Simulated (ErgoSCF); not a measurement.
# HNO (nitroxyl): a first try and a second

Aim: a single-point energy of HNO (nitroxyl) at UB3LYP/6-31G.

Program for the calculation: ErgoSCF 3.8.

5 further runs of the same task are left out: 4 that didn't finish, 1 set aside as unsound or not needed.

### Step 1. The system as given

The species is HNO (3 atoms), meant as a singlet with charge 0. SMILES: `N=O`. The coordinates come from a GFN2-xTB relaxation.

Bond lengths: N1–O2 1.201 Å, N1–H3 1.062 Å. Angles: O2–N1–H3 112.4°.

### Step 2. The input as first written

Input file run.inp:

```
set_nthreads(1)
tmpdir = "."
scf.max_number_of_iterations = 99
XC.type = "GC2"
basis = "6-31G"
scf.starting_guess_disturbance = 0.05
scf.force_unrestricted = 1
scf.output_mulliken_pop = 1
molecule_inline
N     -0.52145103     0.56166440    -0.21690276
O      1.45240570     0.78996221     0.88089583
H     -0.93095468    -1.35160771    -0.66401197
EOF
run "SCAN"
```

Started as:

```bash
ergo < run.inp
```

What it wrote:

```text
INMA ERGO version 3.8
INMA  max_number_of_iterations := 99
INMA  type := GC2
INMA  basis := 6-31G
INMA Basis really set to 6-31G
INMA  starting_guess_disturbance := 0.05
INMA  force_unrestricted := 1
INMA  output_mulliken_pop := 1
INMA N (charge=7.0) -0.521451 0.561664 -0.216903
INMA O (charge=8.0) 1.452406 0.789962 0.880896
INMA H (charge=1.0) -0.930955 -1.351608 -0.664012
INMA running SCAN
ERMA error in dft_setfunc
```

Standard output:

```text
Inline main molecule with 3 atoms.
line 14: RUN failed
line 14: Aborted.
```

Wall time 0.34 s (1 thread of Arm Neoverse V1, shared host); peak memory 0.26 GiB.

### Step 3. What went wrong

The input was rejected.

The log says `ERMA error in dft_setfunc`. Cause: the input names a functional that the program doesn't know. To mend it: functional B3LYP in place of SCAN.

### Step 4. The mended input

Input file input.ego:

```
# HNO, B3LYP-G
set_nthreads(1)
molecule_inline
N  -0.52145103 0.56166440 -0.21690276
O  1.45240570 0.78996221 0.88089583
H  -0.93095468 -1.35160771 -0.66401197
EOF
scf.force_unrestricted = 1
scf.max_number_of_iterations = 100
basis = "6-31G"
tmpdir = "."
scf.starting_guess_disturbance = 0.05
scf.output_mulliken_pop = 1
XC.type = "GC2"
run "B3LYP-G"
```

Started as:

```bash
ergo input.ego
```

What it wrote:

```text
[...]
INDF Weighted mixed functional:
[...]
INSC Energy   1 =        -85.62408563185
[...]
INDE PURIFICATION CONVERGED after 36 iterations
[...]
INDE PURIFICATION CONVERGED after 38 iterations
[...]
INDE PURIFICATION CONVERGED after 29 iterations
[...]
INDE E(LUMO) - E(HOMO) <=          0.15409977671 =          4.19326856455 eV
[...]
INSC Energy  95 =       -130.41336948241  ( diff     -0.000000000001705 )
[...]
RESC CONVERGED after  95 iterations.
RESC FINAL ENERGY:       -130.41336948241
RESC FINAL <S2> =          0.28460116525
[...]
INSC SCF: dipole_moment_x [atomic units] =      -0.27589259
INSC SCF: dipole_moment_y [atomic units] =      -0.69505979
INSC SCF: dipole_moment_z [atomic units] =      -0.23140265
[...]
```

Run time: 12 s. Hardware: 1 thread of Arm Neoverse V1, shared host; peak memory 0.26 GiB.

### Step 5. What came out

At UB3LYP/6-31G:

| quantity | value |
| --- | --- |
| total energy | -130.41337 Eh |
| dipole moment | 1.99 D |
| ⟨S²⟩ | 0.285 |

**Reading.** ⟨S²⟩ is 0.28 where a pure singlet has 0.00: the reference is spin-contaminated.
